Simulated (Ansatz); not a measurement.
C (diamond): values from a third-order Birch-Murnaghan fit to a volume scan beside measured ones. Computed values: PBE (plane waves to 420 eV, PAW, scalar-relativistic; Ansatz, a first-principles code). C was relaxed with its symmetry unable to fall. The PAW data are Ansatz's earlier set.

| quantity | reference | kind | PBE | difference |
|---|---|---|---|---|
| Lattice constant a (Å) | 3.553 | measured, corrected to the static lattice | 3.572 | +0.5 % |
| Bulk modulus B₀ (GPa) | 454.7 | measured, corrected to the static lattice | 433 | -4.9 % |

PBE overestimates the lattice constant a by 0.5 %. For the bulk modulus B₀ it lies within 5 % of the reference.

References as given in: Daniel Mejia-Rodriguez, S. B. Trickey, Physical Review B (2018), arXiv:1807.09216.

(Under strain, the slope of the energy per volume gives the stress and its curvature an elastic modulus.)
